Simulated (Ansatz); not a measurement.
A nudged elastic band was laid between two geometries of C2H6N2O (11 atoms, charge 0, multiplicity 1).

The calculation used Ansatz 0.2.0, RKS PBE0-D4/6-31G*.

| Property | Result |
| --- | --- |
| movable images | 9 |
| climbing image | yes |
| spring | 5.0 eV/Å² |
| optimiser | quadratic models (default) |
| start path | straight line |
| force threshold | 0.05 eV/Å |
| iteration limit | 60 |
| end points | relaxed |

Initial state:

```xyz
11
Properties=species:S:1:pos:R:3
N -1.109 0.354 0.787
C 0.089 -0.145 0.254
N 1.003 -0.687 1.177
C 0.343 -0.175 -1.062
O -0.449 0.551 -1.935
H -0.951 1.089 1.470
H -1.699 0.709 0.042
H 0.554 -0.900 2.059
H 1.821 -0.112 1.327
H 1.208 -0.696 -1.464
H -0.746 -0.046 -2.634
```

Final state:

```xyz
11
Properties=species:S:1:pos:R:3
N -1.202 0.352 0.735
C 0.010 -0.159 0.273
N 0.469 -1.243 1.031
C 0.660 0.354 -0.785
O 0.081 1.385 -1.513
H -1.543 1.075 0.113
H -1.896 -0.375 0.872
H 0.496 -1.018 2.021
H 1.378 -1.570 0.726
H 1.681 0.074 -1.036
H -0.070 1.069 -2.415
```

(1) Which bonds break or form, and what moves?

(2) What energy profile does the band end with?

(3) What is the geometry of the highest image?

## Answers

(1) No bond is made or broken. The dihedral H7–N1–C2–C4 goes from -3 to 131°.

(2) The forces met the threshold. The highest image is number 5 of 0 to 10, 3.6 kcal/mol above the first end and 6.4 kcal/mol above the last; the last end lies 2.8 kcal/mol below the first. Another band between the same ends (9 images) ends at a top of the same energy, where a vibrational analysis finds 1 clearly imaginary mode.

| image | path coordinate (Å) | energy (kcal/mol) | dihedral H7–N1–C2–C4 (°) |
| --- | --- | --- | --- |
| 0 | 0.00 | 0.0 | -3 |
| 1 | 0.34 | 0.1 | 0 |
| 2 | 0.68 | 0.8 | 9 |
| 3 | 1.01 | 1.9 | 22 |
| 4 | 1.35 | 3.1 | 37 |
| 5 | 1.69 | 3.6 | 52 |
| 6 | 2.01 | 3.1 | 68 |
| 7 | 2.33 | 1.6 | 84 |
| 8 | 2.65 | -0.4 | 101 |
| 9 | 2.97 | -2.2 | 117 |
| 10 | 3.29 | -2.8 | 131 |

(3) 
```xyz
11
Properties=species:S:1:pos:R:3
N -1.195 0.222 0.839
C 0.048 -0.220 0.291
N 0.708 -1.132 1.117
C 0.491 0.174 -0.911
O -0.221 1.116 -1.631
H -1.165 1.234 0.944
H -1.931 0.056 0.157
H 0.436 -1.011 2.084
H 1.714 -1.160 1.009
H 1.441 -0.159 -1.329
H -0.262 0.823 -2.550
```

The run took 3.8 min on 1 thread of Intel(R) Xeon(R) Processor @ 2.70GHz (shared host), peak memory 0.19 GiB.
